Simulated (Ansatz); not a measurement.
We consider α-phase Ga, described by PBEsol (Ansatz, a first-principles code, PAW).

Run with plane-wave cutoff 520 eV, 14×14×12 k mesh (along the axes of the cell as run), Fermi–Dirac smearing 0.05 eV, scalar-relativistic PAW data made under PBE.

Computed at the level's own relaxed cell.

### Question
Give the computed c axis length, lattice parameter a and lattice parameter b.

### Answer

c axis length: 4.491 Å
lattice parameter a: 4.469 Å
lattice parameter b: 7.599 Å

The run finds no gap.

Note: the bulk modulus comes from volumes at which shape and atoms were relaxed.

Static lattice: no zero-point or thermal effects.

It cost around 20 core-minutes (rough) of CPU time.
